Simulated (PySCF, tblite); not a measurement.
# Complex of water and thiirane

A gas-phase complex of water and thiirane; neutral, singlet. The structure comes from a short search (6 tight-binding starts) and was relaxed by PBE0-D3(BJ)/def2-SVPD; another way of binding may lie lower. No frequency run checks that it is a minimum.

```csv
part,name,SMILES,atoms,charge,multiplicity
1,water,O,1–3,0,1
2,thiirane,C1CS1,4–10,0,1
```

Coordinates in Å:
```
O1      0.363    0.270   -0.330
H2     -0.169   -0.536   -0.217
H3      0.471    0.634    0.551
C4     -1.383   -1.279   -2.635
C5     -0.118   -2.035   -2.556
S6     -1.263   -2.365   -1.179
H7     -2.128   -1.585   -3.372
H8     -1.352   -0.211   -2.411
H9      0.031   -2.876   -3.236
H10     0.784   -1.486   -2.277
```

```tsv
contact	kind (by geometry)	distance (Å)	angle (°)
H2···S6	hydrogen bond	2.339	149
```

Interaction energies are complex less parts, with the parts frozen as they stand in it; counterpoise-corrected, in kcal/mol (PySCF).

Problem. Give the interaction energy at each level run.

Solution. 
```
                  level  interaction  superposition error removed
wB97M-D3(BJ)/def2-TZVPD        -5.53                        -0.10
 PBE0-D3(BJ)/def2-TZVPD        -5.93                        -0.10
```

Problem. What holds them together? Decompose the wB97M-D3(BJ)/def2-TZVPD energy: frozen parts, their antisymmetrised product, then relaxation.

Solution. electrostatic -8.5, Pauli repulsion +8.5, orbital relaxation -4.1, dispersion correction -1.6 kcal/mol, which sum to the value before the counterpoise correction; the Pauli term holds the exchange-correlation of the frozen density too. Of the attraction, 60 % is electrostatic, 29 % is orbital relaxation, 11 % is dispersion correction.

The parts were also relaxed and run alone, at the levels used for the complex: shieldings by PBE0/pcSseg-2; core levels by delta-SCF with SCAN, pcX-2 on the ionised atom and pcseg-1 elsewhere, spin-free X2C (2p3/2 is the spin-free 2p value less a third of a first-order spin-orbit splitting).

Values alone: O1–H2 bond (Å): 0.961; shielding of H2 (ppm): 30.85; shielding of S6 (ppm): 766.4; shielding of O1 (ppm): 328.9; O1 1s core level (eV): 539.76; C5 1s core level (eV): 291.74; S6 2p3/2 core level (eV): 169.25.

Problem. What does binding change?

Solution. 
```tsv
property	alone	in the complex	change
O1–H2 bond (Å)	0.961	0.972	+0.012
shielding of H2 (ppm)	30.85	28.46	-2.39
shielding of S6 (ppm)	766.4	778.5	+12.1
shielding of O1 (ppm)	328.9	326.7	-2.1
O1 1s core level (eV)	539.76	538.71	-1.05
C5 1s core level (eV)	291.74	291.75	+0.01
S6 2p3/2 core level (eV)	169.25	169.37	+0.13
```

The 4 runs behind this took 2.4 min in all, one thread each of Arm Neoverse V1 on a shared host, launched as `OMP_NUM_THREADS=1 python cluster_run.py task.json out`.
